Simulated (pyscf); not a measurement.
PySCF, gas phase, ωB97X-D3(BJ)/def2-SVP geometries. Correlated levels are frozen-core, on RHF or UHF. ΔMP2 is the change of the MP2 total energy from the triple- to the quadruple-zeta basis.

### Question
H₂N–GeH₃ (SMILES [NH2][GeH3]) + NH₃ (SMILES N) → H₂N–NH₂ (SMILES NN) + GeH₄ (SMILES [GeH4])
Surface: singlet. Broken: Ge–N, H–N. Formed: N–N, Ge–H. Give ΔE‡ and ΔE from CCSD(T)/def2-TZVPP + ΔMP2(QZVPP), relative to the separated reactants.

### Answer
ΔE‡ = 130.6 kcal/mol, ΔE = +42.5 kcal/mol. Zero-point energy shifts the barrier by -1.8 kcal/mol. It is a four-centre exchange, with an imaginary mode of 1390i cm⁻¹. From the product side, NH₂• + NH₂• + GeH₄ lies, by one bond made or cut, 21.4 kcal/mol under this saddle at ωB97M-D3(BJ). The same reactants have a lower exit, to H₂N–GeH₂• + H• + NH₃ (no saddle counted: cutting one bond costs +85.3 kcal/mol at ωB97M-D3(BJ), against +135.2 kcal/mol here). One saddle was located; it need not be the lowest between these sides. One closed-shell reference is unstable to symmetry breaking; treat the single-reference values with care. The CCSD(T) − MP2 part came from Ansatz, without density fitting, on the same reference. The frozen core leaves the outer d or s,p core shells of the metals and heavy elements correlated in the MP2 and CC values, and def2-TZVPP describes them poorly, which can shift differences by a few kcal/mol. Elements up to Kr have no core potential and no relativistic terms here.
